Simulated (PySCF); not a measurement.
# Al₂: bond curves at several levels of theory

One job finds the state of Al₂, follows it along the bond with each method and fits the curves.

Computed with PySCF 2.14.0. Level: Al def2-SVPD, no relativity.

**1. Set-up**

The job is set up so:

| Quantity | Value |
| --- | --- |
| atoms | Al, Al |
| charge | 0 |
| basis | Al def2-SVPD |
| Hamiltonian | no relativity |
| basis functions | 48 |
| electrons treated | 26 |
| masses in u | 26.9815, 26.9815 |
| levels | PBE0, PBE, r²SCAN, M06, MN15, BP86, HSE06, HF, MP2, SCS-MP2, CCSD, CCSD(T) |
| grid | 80 radial by 434 angular points |
| occupations | held fixed by the projection of orbital angular momentum |
| dissociation limit | Al + Al, each in its ground configuration |
| starting distance in angstrom | 2.390 |
| values of 2S to try | 0, 2 |

Command:

```console
> OMP_NUM_THREADS=1 python dia.py task.json out
```

After this run come: PBE0 along the bond; Excited determinants; PBE; r²SCAN; M06 (hybrid meta-GGA); MN15 (hybrid meta-GGA); BP86 (GGA); HSE06 (range-separated hybrid); UHF (mean field); Correlated methods on the Hartree–Fock reference.

Q: Predict the outcome of this session. Wanted: for each run, Re; ωe; De.

As calculated:

Lowest PBE0 solution found, without spin–orbit coupling: triplet, unpaired electrons σ ↑, π ↑. State 2 has its PBE0 minimum 0.06 eV higher. State 3 has its PBE0 minimum 0.09 eV higher, as a spin-mixed determinant (⟨S²⟩ = 1.03), so this is no gap between pure states. State 4 has its PBE0 minimum 0.23 eV higher, as a spin-mixed determinant (⟨S²⟩ = 1.01), so this is no gap between pure states. The other levels ran on the lowest alone.

```
      level  Re (Å)  ωe (cm⁻¹)  De (eV)
        UHF   2.754      276.4     0.78
    UHF-MP2   2.711      290.9     1.23
UHF-SCS-MP2   2.705      295.0     1.11
   UHF-CCSD   2.719      282.2     1.16
UHF-CCSD(T)   2.718      281.8     1.25
        PBE   2.756      260.8     1.65
       BP86   2.762      256.3     1.58
     r²SCAN   2.738      271.5     1.62
       PBE0   2.731      274.9     1.54
        M06   2.717      272.4     1.52
      HSE06   2.734      272.6     1.54
       MN15   2.718      267.8     1.73
```

De is counted to Al + Al in their ground configurations.

Differences from CCSD(T) in the same basis:

```
      level  Re (mÅ)  ωe (%)
        UHF      +36    -1.9
    UHF-MP2       -8    +3.2
UHF-SCS-MP2      -13    +4.7
   UHF-CCSD       +1    +0.1
        PBE      +38    -7.5
       BP86      +44    -9.1
     r²SCAN      +20    -3.7
       PBE0      +13    -2.5
        M06       -1    -3.3
      HSE06      +16    -3.3
       MN15        0    -5.0
```

**Reading.** Against CCSD(T) in the same basis, the bond length is nearest at MN15 (0 mÅ) and farthest at BP86 (+44 mÅ); the wavenumber is nearest at UHF-CCSD (+0.1 %) and farthest at BP86 (-9.1 %). CCSD(T) in a basis this small is itself some way from its limit, more so than the functionals. Of the levels with a De here, UHF gives the least (0.78 eV) and MN15 the most (1.73 eV).

Correlated steps freeze 10 core orbitals.
